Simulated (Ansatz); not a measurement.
## Ansatz (development build ahead of 0.2.0) run

```yaml
crystal:
  periodic: [false, false, false]
  atoms:
    - { symbol: H, position_ang: [0.0, 0.0, 0.625] }
    - { symbol: F, position_ang: [0.0, 0.0, -0.625] }
basis:
  gaussian: { orbitals: STO-3G }
total_charge: 1
magnetization:
  spin_polarized: true
  initial_magnetization: 1
hamiltonian:
  xc: hf
correlation:
  method: ccsd_t
  frozen_orbitals: { F: 1, H: 0 }
```

The input is written out in the form of the current development build from the run's settings.

The run gave:

- Converged: yes
- Reference energy: -98.16662 hartree
- CCSD correlation energy: -0.02337 hartree
- Triples correction: 0.00000 hartree
- Total energy: -98.18999 hartree
- Spin squared of the determinant: 0.762
